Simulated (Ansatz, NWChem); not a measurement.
# Heat of formation of CH4O (SMILES CO) from total energies

The species is CH4O (6 atoms), meant as a singlet with charge 0. As SMILES, `CO`. Geometry: relaxed at PBE0-D4/def2-TZVP.

```xyz
6

C    -0.0884   -0.2074   -0.2757
O    -0.1650    0.3165    1.0301
H    -0.8647   -0.9684   -0.3609
H     0.8788   -0.6836   -0.4792
H    -0.2727    0.5544   -1.0434
H     0.5121    0.9885    1.1291
```

Total energies at wB97X/def2-TZVP (NWChem 7.3.0); the atoms run unrestricted:

```
species    state  energy (Eh)
   CH4O  singlet  -115.738445
      C  triplet   -37.845979
      O  triplet   -75.076883
      H  doublet    -0.501393
```

Harmonic wavenumbers at PBE0-D4/def2-TZVP, in cm⁻¹: 306, 1064, 1107, 1174, 1374, 1477, 1490, 1506, 3005, 3057, 3131, 3880.

Measured heats of formation of the gaseous atoms at 298.15 K, in kJ/mol: C 716.9, O 249.2, H 218.0. Spin-orbit lowering of the atoms at 298 K (mean of the ground term's levels less their thermal mean, from spectra), in kJ/mol: C 0.02, O 0.40. Take 1 Eh = 2625.50 kJ/mol, 1 cm⁻¹ = 0.0119627 kJ/mol, RT = 2.479 kJ/mol.

Task: What heat of formation follows?

Result: 
1. Electronic atomisation energy: (-37.845979) + (-75.076883) + 4 × (-0.501393) − (-115.738445) = 0.810011 Eh = 2126.7 kJ/mol.
2. Zero-point energy: half the sum of the wavenumbers, 11285.5 cm⁻¹ = 135.0 kJ/mol.
3. Thermal vibrational enthalpy, Σ hcν̃/(exp(hcν̃/kT) − 1): 1.3 kJ/mol. Translation, rotation and pV of a non-linear molecule: 4 RT = 9.9 kJ/mol.
4. The 6 free atoms carry 5/2 RT each: 37.2 kJ/mol.
5. Spin-orbit coupling lowers the free atoms by 0.02 + 0.40 = 0.4 kJ/mol.
6. Atomisation enthalpy at 298 K: 2126.7 − 0.4 − 135.0 − 1.3 − 9.9 + 37.2 = 2017.3 kJ/mol.
7. Sum of the atoms' heats of formation: 1838.1 kJ/mol. Heat of formation: 1838.1 − 2017.3 = -179.2 kJ/mol.

The tabulated value is -200.7 kJ/mol (Active Thermochemical Tables), so this level is off by +21.5 kJ/mol, or 1.1 % of the atomisation enthalpy. Anharmonicity and any spin-orbit splitting of the molecule are left out.
